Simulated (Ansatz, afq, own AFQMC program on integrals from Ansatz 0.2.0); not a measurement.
Two steps: Ansatz 0.2.0 writes the Fock matrix and Cholesky factors of the valence space, and afq projects on them the lowest state that overlaps trial and start.

```yaml
crystal:
  periodic: [false, false, false]
  atoms:
    - {symbol: C, position_ang: [-2.516726, 0.000000, 0.000000]}
    - {symbol: H, position_ang: [-2.879931, 1.027301, 0.000000]}
    - {symbol: H, position_ang: [-2.879931, -0.513650, 0.889668]}
    - {symbol: H, position_ang: [-2.879931, -0.513650, -0.889669]}
    - {symbol: H, position_ang: [-1.029726, 0.000000, 0.000000]}
    - {symbol: Br, position_ang: [0.500274, 0.000000, 0.000000]}
basis:
  gaussian: {orbitals: cc-pVTZ}
magnetization: {spin_polarized: true, initial_magnetization: 1}
correlation: {method: ccsd_t, electrons: outside_noble_gas, hamiltonian_folder: ham}
```

```sh
$ ansatz run in.yaml --threads 1 --pin off --events-out ev --progress --plain --max-ram 24576MiB --backend cuda --devices 0, --max-vram 18GiB
```

Options of the walk:

```
--method phaseless --trial hf --walkers 600 --populations 10 --least-time 40 --time-step 0.005 --steps-per-block 20 --equilibration-blocks 112 --max-blocks 4000 --target-error 0.00115 --factor-cut 1e-05 --start spin_pure --seed 2863 --taylor-order 6
```

Times are imaginary, in 1/Eh. The walk had a cap of 67 s. With eight or more populations the least sampling time is a fifth of least-time, and the error comes from their spread. Filled inner d shells are frozen with the cores.

Output of the walk:

```
orbitals 114  electrons 8 7  factors 691 of 750
reference energy -2612.60688810 Eh
CCSD correlation -0.38419685 Eh in 10 cycles, weight of the determinant in the CISD state 0.8582
energy of the start -2612.607969 Eh
 block  time / (1/Eh)  mean weight  energy / Eh
     1     0.100  1.0019  -2612.709646
     2     0.200  1.0018  -2612.777688
     3     0.300  1.0018  -2612.826769
     4     0.400  1.0024  -2612.865892
     5     0.500  1.0032  -2612.890351
     7     0.700  1.0009  -2612.928793
     9     0.900  1.0006  -2612.955480
    12     1.200  1.0009  -2612.979092
    34     3.400  0.9991  -2613.007443
    56     5.600  1.0001  -2613.004595
    78     7.800  1.0003  -2613.003545
   100    10.000  0.9987  -2613.013354
   122    12.200  0.9993  -2613.003865
   144    14.400  1.0000  -2613.011552
   166    16.600  1.0005  -2612.994934
   188    18.800  0.9998  -2613.001967
   210    21.000  0.9986  -2612.995440
   232    23.200  1.0002  -2613.013281
   254    25.400  1.0003  -2612.990943
   276    27.600  0.9994  -2613.005902
   298    29.800  0.9985  -2612.997901
   320    32.000  1.0009  -2613.015774
   342    34.200  1.0010  -2612.998372
   364    36.400  0.9982  -2613.005541
   386    38.600  0.9997  -2613.006276
   408    40.800  0.9986  -2612.992288
   419    41.900  1.0001  -2613.018500
   430    43.000  1.0003  -2613.008833
   452    45.200  1.0003  -2613.011848
error from the spread of 10 populations
energy -2613.005318 +/- 0.001609 Eh
(rows thinned)
```

The run passed its tests (sampling time, drift between the halves within three errors, error under three times the target), which doesn't prove that it has relaxed, ending at its cap on processor time.

Against this walk (error 43.8 meV) on the same determinant: CCSD(T) 20.1 meV higher (within the noise), the released energy of a separate walk with a CISD trial 32.2 ± 44.6 meV lower (within the noise), a separate phaseless walk with a CISD trial and standard settings 11.6 ± 44.4 meV lower (within the noise). The error is statistical and leaves out the bias of the constraint.

Cautions: constraint bias not in the error; error above the target (43.8 against 31.3 meV); no relativity below Rb; no spin-orbit coupling; inner d shell frozen.

The walk took 67 s on 1 × NVIDIA H100 80GB HBM3 with 2 threads of AMD EPYC 7R13 Processor (Zen 3), on a shared host (the card was shared). The log's last line is the phaseless energy.

A walk keeps the symmetry of its determinant, which the program's search chose and which needn't be the lowest solution, so a lower state of the same spin and another symmetry isn't excluded.
